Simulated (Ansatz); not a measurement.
# SiH (doublet): the correlation ladder, def2-TZVPP

One table from this session's results is given with a row withheld; the runs are named, their logs left out.

Program: Ansatz 0.2.0, Gaussian basis. Level of theory: def2-TZVPP, core rule «outside noble gas», up to 5 orbitals frozen. These are calculated values, not measurements.

To be run: UHF; ROHF; CCSD(T) on UHF.

2 further runs of the same task are left out: 2 set aside as unsound or not needed.

**The system**

The geometry is a PBE0/def2-TZVP stationary point (not a proven minimum).

2 atoms, charge 0, spin multiplicity 2.

Atoms are counted from 1 here; the program's logs count them from 0.

Bond lengths: Si1–H2 1.532 Å.

As a file:

```xyz
2

Si    0.00000    0.00000    0.00000
H     0.00000    0.00000    1.53171
```

The first run:

Input file in.yaml:

```yaml
crystal:
  periodic: [false, false, false]
  atoms:
    - {symbol: Si, position_ang: [0.000000, 0.000000, 0.000000]}
    - {symbol: H, position_ang: [0.000000, 0.000000, 1.531705]}
basis:
  gaussian: {orbitals: def2-TZVPP}
magnetization: {spin_polarized: true, initial_magnetization: 1}
hamiltonian: {xc: hf}
output: {orbitals: {seedname: orbitals}}
```

Started as:

```console
> ansatz run in.yaml --threads 1 --pin off --events-out ev --progress --plain --max-ram 2560MiB --backend cpu
```

Among the steps run: UHF; ROHF; CCSD(T) on UHF.

One table of the session follows, with a row left open; its other results are not shown here.

```
  method  from UCCSD(T) (meV)
    ROHF              +3072.9
     UHF                    ?
    UMP2               +741.2
   UCCSD                +82.9
UCCSD(T)                    0
```

Q: Estimate the row for UHF from the others.

**Answer.** from UCCSD(T) (meV): +2937.3. In the column «from UCCSD(T) (meV)» it lies between UMP2 (+741.2) and ROHF (+3072.9).

With the free atoms at the same levels and basis (separate runs), the atomisation energy is 3.116 eV at UCCSD(T), 2.251 eV at ROHF.
